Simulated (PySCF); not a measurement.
## Ionisation energy of Mg by level of theory

Mg [Ne] 3s2 (1S) → Mg⁺ [Ne] 3s1 (2S), as a difference of total energies. All numbers are calculated (PySCF 2.14, the spin-free X2C one-electron Hamiltonian (Gaussian nucleus), in x2c-QZVPPall). Correlated levels: valence: [Ne] frozen. The calculations carry no spin-orbit coupling.

```tsv
method	ionisation energy (eV)	error (eV)
UHF	6.615	-1.031
MP2 (valence)	7.258	-0.388
SCS-MP2 (valence)	7.387	-0.259
CCSD (valence)	7.535	-0.111
```

Reference: 7.646 eV (measured; NIST Atomic Spectra Database, ionization energies).

Errors of the correlated levels include the incompleteness of this basis and the frozen core.

With two correlated electrons CCSD is exact in that space.
